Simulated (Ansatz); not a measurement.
We consider cubic perovskite SrTiO₃ (cubic form, which distorts at low temperature), described by BLYP in Ansatz (plane waves, PAW).

Numerical settings: plane-wave cutoff 520 eV, 10×10×10 k mesh, Fermi–Dirac smearing 0.01 eV, no spin polarisation, scalar-relativistic PAW data made under PBE.

Equation-of-state points:

| V (Å³/atom) | E − E_lowest (meV/atom) |
|---|---|
| 11.787 | 25.29 |
| 12.038 | 10.81 |
| 12.289 | 2.60 |
| 12.540 | 0.00 |
| 12.790 | 2.45 |
| 13.041 | 9.42 |
| 13.292 | 20.46 |

Task: Estimate the bulk modulus and its pressure derivative from these points.

Result: V0 = 12.539 Å³/atom, B0 = 161 GPa, B′ = 4.4 (fit to the energies at full precision).

Measured, for comparison: bulk modulus 172 GPa (room temperature, not corrected to a static lattice, Murnaghan fit, our sources range from 165 to 179; as tabulated in Guennou et al. (2010), arXiv:0910.0710); equilibrium volume per atom 11.77 Å³/atom (0 K, cubic phase extrapolated to 0 K; as tabulated in Bilc et al. (2008), arXiv:0805.0753). Computed (rounded) less measured: bulk modulus -6 % (-2 % to -10 % over the range), equilibrium volume per atom +6.5 %.

Note: the relaxation could not lower the start's symmetry, so the cell can be a saddle point above a distorted one.

Static lattice: no zero-point or thermal effects.

Ansatz is a quantum-chemistry and plane-wave program.
